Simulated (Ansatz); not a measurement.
Geometry optimisation, Ansatz, RKS PBE-D4/def2-SVP.

Input file:

```yaml
crystal:
  periodic: [false, false, false]
  atoms:
    - { symbol: Si, position_ang: [0.0, 0.0, 0.0] }
    - { symbol: F, position_ang: [0.0, 0.0, 1.59] }
    - { symbol: H, position_ang: [1.3768, 0.0, -0.4862] }
    - { symbol: Cl, position_ang: [-1.0032, 1.7381, -0.7093] }
    - { symbol: H, position_ang: [-0.6877, -1.1914, -0.4862] }
basis:
  gaussian: { orbitals: def2-SVP }
hamiltonian:
  xc: pbe
  dispersion: d4
relax:
  f_tol: 0.02
  max_steps: 40
```

Command:

```bash
$ ansatz run input.yaml --threads 1 --pin off --max-ram 2048MiB --backend cpu --events-out ev --progress --plain --runs-dir out
```

Task: Where does it end, and by what steps?

Result: It converged. After 4 steps the energy has fallen by 0.096 eV; H5 moved furthest, 0.06 Å.

```
step  energy less start (eV)  largest force component (eV/Å)  accepted
   0                  0.0000                           1.450       yes
   1                 -0.0783                           0.849       yes
   2                 -0.0951                           0.231       yes
   3                 -0.0958                           0.025       yes
   4                 -0.0958                           0.001       yes
```

```xyz
5
Properties=species:S:1:pos:R:3
Si -0.002 0.004 -0.023
F -0.004 0.008 1.608
H 1.417 0.045 -0.490
Cl -0.978 1.694 -0.696
H -0.747 -1.205 -0.490
```

Time of the run: 3.7 s on 1 thread of Intel(R) Xeon(R) 6975P-C (Granite Rapids), with other jobs on the host, peak memory 0.13 GiB.
